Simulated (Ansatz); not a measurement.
Equilibrium volume per atom (Å³/atom) of a set of elemental metals (20 solids), computed with PBE (Ansatz, a program for electronic structure, plane waves, PAW) and with r²SCAN+rVV10 (PAW; Ansatz). The set holds measured phases with no doubt noted on the run or the magnetic state but for the caveats below. Cubic solids are told by other quantities and aren't counted here. Solids without a value at one level (not run, failed, or a magnetic order lost), or held back for tests, aren't counted.

All rows, in order of the shift (worked out from unrounded values):

```
solid                         PBE  r²SCAN+rVV10  shift (%)
--------------------------  -----  ------------  ---------
hcp Tl                      31.43         29.07       -7.5
hcp Cd                      22.89         21.33       -6.9
hcp Zn                      15.24         14.21       -6.8
α-phase Ga                  20.29         18.93       -6.7
body-centred tetragonal In  27.47         25.67       -6.6
white tin (β-Sn)            28.41         27.13       -4.5
hcp Co                      10.86         10.53       -3.0
double-hcp La               37.13         36.03       -3.0
hcp Ru                      13.77         13.39       -2.7
hcp Os                      14.28         13.91       -2.5
hcp Re                      14.95         14.59       -2.4
hcp Tc                      14.44         14.10       -2.3
hcp Lu                      29.10         28.48       -2.1
hcp Mg                      22.95         22.46       -2.1
hcp Hf                      22.53         22.09       -2.0
hcp Ti                      17.39         17.17       -1.3
hcp Zr                      23.39         23.27       -0.5
hcp Be                       7.91          7.90       -0.1
hcp Sc                      24.65         24.69       +0.2
hcp Y                       32.88         33.04       +0.5
```

The shift from PBE to r²SCAN+rVV10 has a median of -2.5 %, and eight in ten lie between -6.8 % and -0.1 %; r²SCAN+rVV10 is the larger in 2 and the smaller in 18 of 20.

Ansatz's runs of these crystals have no spin polarisation, but for hcp Co. Meta-GGAs and exact exchange favour moments, which can bear on hcp Sc, hcp Co, hcp Ti, hcp Y.

Density-functional runs with spin start from parallel moments for hcp Co.

Spin–orbit coupling is left out, also for the solids with elements from indium on (body-centred tetragonal In, hcp Os, white tin (β-Sn), double-hcp La, hcp Tl, hcp Re, hcp Hf, hcp Lu); its size isn't shown.

Caveats: the cell is over a tenth larger than the published one: the level's own overestimate first of all, though another phase or state, or a fault of the published cell, is possible (PBE: hcp Tl). Ansatz's density-functional and Hartree–Fock values are scalar-relativistic unless marked +SOC, with PAW data made under PBE.
